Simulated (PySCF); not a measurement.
# Accurate constants of SiO, step by step

One table from this session's results is given with a row withheld; the runs are named, their logs left out.

Program: PySCF 2.14.0. Level of theory: CCSD(T) on RHF, no relativity in the base curves; scalar relativity is added as a correction. These are calculated values, not measurements.

The first run:

| Quantity | Value |
| --- | --- |
| molecule | SiO |
| state | singlet, unpaired electrons none |
| smaller basis | Si cc-pV(T+d)Z, O cc-pVTZ |
| larger basis | Si cc-pV(Q+d)Z, O cc-pVQZ |
| frozen core orbitals | 6 |
| extrapolation | correlation as n⁻³ (n = 3, 4), Hartree–Fock as (n+1)·exp(−9√n) |
| corrections | core–valence correlation, scalar relativity |
| distances (Å) | 1.3344, 1.3950, 1.4557, 1.5163, 1.5770, 1.6528, 1.7286 |
| masses (u) | 27.9769, 15.9949 |
| dissociation limit | Si + O |

Run with:

```sh
$ OMP_NUM_THREADS=4 python comp.py task.json out
```

One of the session's tables, all rows but one given; the rest of the session is left out.

| level | Re (Å) | ωe (cm⁻¹) | ωexe (cm⁻¹) | αe (cm⁻¹) | De (eV) |
| --- | --- | --- | --- | --- | --- |
| CCSD(T)/cc-pVTZ(-PP) | 1.5189 | 1232.7 | 5.85 | 0.00492 | 7.934 |
| CCSD(T)/cc-pVQZ(-PP) | 1.5170 | 1236.8 | 5.78 | 0.00489 | 8.153 |
| HF/CBS | ? | ? | ? | ? | ? |
| MP2/CBS | 1.5256 | 1199.7 | 5.65 | 0.00501 | 8.868 |
| CCSD/CBS | 1.5046 | 1294.3 | 5.15 | 0.00452 | 7.921 |
| CCSD(T)/CBS | 1.5159 | 1241.1 | 5.70 | 0.00485 | 8.285 |
| CCSD(T)/CBS+CV | 1.5122 | 1245.5 | 5.72 | 0.00488 | 8.318 |
| CCSD(T)/CBS+CV+SR | 1.5118 | 1244.1 | 5.72 | 0.00489 | 8.307 |

Estimate the missing values for HF/CBS.

As computed: Re (Å): 1.4767; ωe (cm⁻¹): 1407.7; ωexe (cm⁻¹): 4.98; αe (cm⁻¹): 0.00425; De (eV): 4.853. In the column «Re (Å)» it is the lowest.
